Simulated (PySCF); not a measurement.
An unknown is described by computed data only.

Elements present: C, Cl, H, O and S. Monoisotopic mass: 127.9699 u.

- Rotational structure: rotational constants A, B, C: 2.713, 2.300, 1.715 GHz [PBE0-D3(BJ)/def2-SVP]
- NMR, other nuclei: isotropic shieldings of nuclei other than C and H, by class: 2 (2 O), 156 (1 S), 346 (1 Cl) ppm [GIAO KT3/pcSseg-2]
- UV, first state: lowest singlet excitation: 5.31 eV (233 nm, f = 0.004) [TDDFT B3LYP/def2-SVPD]
- Triplet: lowest triplet excitation (Tamm–Dancoff): 4.69 eV [TDA B3LYP/def2-SVPD]
- 1H NMR: chemical shifts (computed TMS as zero) by class: 3.25 (2 H), 1.55 (3 H) ppm [GIAO KT3/pcSseg-2]
- 13C NMR: chemical shifts (computed TMS as zero) by class: 65.0 (1 C), 12.3 (1 C) ppm [GIAO KT3/pcSseg-2]
- UV, strongest line: among the 10 lowest singlet transitions: S6 at 7.24 eV (171 nm, f = 0.158) [TDDFT B3LYP/def2-SVPD]

The electronic properties come from PySCF, for the isolated species, density fitting. Levels stand in brackets. Isolated species at its PBE0-D3(BJ)/def2-SVP geometry (one conformer only). NMR values are class means; diastereotopic atoms form classes of their own.

Problem. Which formula fits the mass and the elements?

Solution. C2H5ClO2S (calculated 127.9699). No other formula that holds each of these elements comes within 0.0003 u with a fitting electron parity and a possible valence count.

Problem. What is the compound? Reason from the data.

Solution. Numbering: `[CH3:1][CH2:2][S:3](=[O:4])(=[O:5])[Cl:6]`. 2 carbons fall into 2 classes; from least to most shielded: sp3 carbon bound to sulfur [C2] (65.0 ppm), methyl carbon [C1] (12.3 ppm). Hydrogen classes from least to most shielded: 2 H on an sp3 carbon bound to sulfur, C2 (3.25 ppm), 3 H on a methyl carbon, C1 (1.55 ppm, a mean of values up to 0.6 ppm apart in this geometry). The other shieldings belong to: 2 ppm, sulfonyl oxygen [O4/O5]; 156 ppm, sulfonyl sulfur [S3]; 346 ppm, chlorine bonded to S [Cl6]. S1 is mainly HOMO→LUMO (weight 0.97); the largest Löwdin shares of the orbital it empties are 0.54 on the chlorine bonded to S and 0.22 on each of 2 atoms of one kind (sulfonyl oxygen), of the orbital it fills 0.41 on the chlorine bonded to S, 0.28 on the sulfonyl sulfur, 0.12 on a sulfonyl oxygen and 0.11 on a sulfonyl oxygen. The optimised geometry has point group C1 and is an asymmetric top. Structure: `CCS(=O)(=O)Cl`. The assignments are read from this structure; whether some other isomer fits the data as well wasn't checked.

Shape of the structure used: `[CH3:1][CH2:2][S:3](=[O:4])(=[O:5])[Cl:6]`: C1–C2–S3–O4 -48°.
